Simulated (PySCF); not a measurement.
n-vinylformamide, C₃H₅NO, SMILES C=CNC=O, point group Cs.

Force field and properties: B3LYP/pcSseg-1 (PySCF, grid level 2). Vibrational terms come from second-order perturbation theory with semi-diagonal cubic constants, by steps of ±0.6 along the normal coordinates of each isotopologue. The parent has the commonest isotopes.

Equilibrium geometry (Å):

```csv
atom,x,y,z
C1,-2.4078,0.9464,-1.5333
C2,-1.7346,0.0961,-0.7588
N3,-2.3247,-0.8433,0.0906
C4,-1.6110,-1.7118,0.8816
O5,-0.4031,-1.7674,0.9377
H6,-3.4955,0.9739,-1.5635
H7,-1.8717,1.6460,-2.1651
H8,-0.6497,0.0641,-0.7245
H9,-3.3356,-0.8930,0.1308
H10,-2.2782,-2.3687,1.4741
```

(1) Give the equilibrium and ground-state rotational constants (MHz) of parent; ²H at 6.

(2) How is the parent's vibrational correction B0 − Be made up?

(3) And its quartic centrifugal distortion constants from the harmonic force field?

(4) Which nuclear quadrupole couplings χaa, χbb, χcc (MHz) does the parent show, at equilibrium and averaged?

A mode lies under 250 cm⁻¹, where this perturbation treatment is rough. Internal rotors are held in one well.

Results:

(1) 
```json
{"species": "parent", "Ae": "20004", "Be": "2942.9", "Ce": "2565.5", "A0": "19815", "B0": "2929", "C0": "2552.3", "Δ0 (u Å²)": "-0.041", "harmonic ZPE (cm⁻¹)": "17333"}
{"species": "²H at 6", "Ae": "19497", "Be": "2818.2", "Ce": "2462.3", "A0": "19310", "B0": "2805.4", "C0": "2450.2", "Δ0 (u Å²)": "-0.056", "harmonic ZPE (cm⁻¹)": "16664"}
```

Δ0 = Ic − Ia − Ib from the ground-state constants.

(2) 
```
axis  harmonic  Coriolis  cubic  total (MHz)
   a      51.1     -96.2   -144         -189
   b       3.1     -2.26  -14.8        -13.9
   c      1.28    -0.859  -13.6        -13.2
```

(3) Asymmetric top, A reduction, Ir representation: ΔJ = 0.654 kHz, ΔJK = -8.82 kHz, ΔK = 104 kHz, δJ = 0.132 kHz, δK = 2.57 kHz.

(4) 14N at 3: 1.9, 2.2, -4.1 and 1.9, 2.2, -4.1.
